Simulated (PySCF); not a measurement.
## Name the molecule from its bond curve

A diatomic of charge +1 contains F. Its singlet curve at r²SCAN in a triple-zeta basis (no relativity, PySCF), in eV from the separated fragments:

| R (Å) | E (eV) |
| --- | --- |
| 1.466 | -2.992 |
| 1.534 | -3.643 |
| 1.603 | -4.001 |
| 1.654 | -4.132 |
| 1.705 | -4.172 |
| 1.756 | -4.142 |
| 1.824 | -4.023 |
| 1.910 | -3.784 |
| 2.012 | -3.418 |
| 2.148 | -2.869 |

The fit gives ωe = 819 cm⁻¹ and the rotational constant Bₑ = 0.5458 cm⁻¹.

Q: Which atom is the partner?

A: The minimum lies at 1.707 Å, so the reduced mass is 16.8576 u Å² cm⁻¹/(Bₑ·Re²) = 10.60 u. With F at 19.00 u the partner weighs about 24.0 u: Mg. The molecule is MgF⁺.
